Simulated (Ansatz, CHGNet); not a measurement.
# Rock-salt ZrC: properties by level of theory

Reference values: lattice constant a 4.696 Å (measured, temperature not stated, not corrected to a static lattice; as tabulated in Zhang et al. (2018), doi:10.1088/1367-2630/aac7f0); elastic constant C11 470 GPa (measured, temperature not stated, no zero-point or thermal correction; as tabulated in Wu et al. (2005), arXiv:cond-mat/0412374); elastic constant C44 160 GPa (measured, temperature not stated, no zero-point or thermal correction; as tabulated in Wu et al. (2005), arXiv:cond-mat/0412374).

| level (code) | equilibrium lattice constant a (Å) | TO(Γ) frequency (cm⁻¹) | elastic constant C11 (GPa) | elastic constant C44 (GPa) | Voigt–Reuss–Hill shear modulus (GPa) |
|---|---|---|---|---|---|
| CHGNet 0.3.0 | 4.721 | [?] | 310 | 99.0 | 98.3 |
| BLYP (Ansatz) | [?] | 377 | 411 | 150 | 152 |
| PBE (Ansatz) | 4.709 | 420 | 458 | 153 | 162 |

Q: What belongs in the gaps?

A: 
- CHGNet 0.3.0, TO(Γ) frequency (cm⁻¹): 329
- BLYP (Ansatz, a program for electronic structure), equilibrium lattice constant a (Å): 4.761

Differences from the reference values (errors of the level alone only where the reference is corrected to a static lattice):

| level | lattice constant a (%) | elastic constant C11 (%) | elastic constant C44 (%) |
|---|---|---|---|
| CHGNet 0.3.0 | +0.53 | -34 | -38 |
| BLYP | +1.38 | -12.6 | -6.2 |
| PBE | +0.28 | -2.6 | -4.4 |

Nearest: lattice constant a, not ranked (reference at room or unstated temperature); elastic constant C11, not ranked (reference at room or unstated temperature); elastic constant C44, not ranked (reference at room or unstated temperature).

Machine-learned potentials (CHGNet 0.3.0) are trained on DFT data: a solid inside that data is no test of them.

Ansatz's density-functional and Hartree–Fock values are scalar-relativistic unless marked +SOC, with PAW data made under PBE.

Differences are worked out from the printed values.

Static lattice: no zero-point or thermal effects.
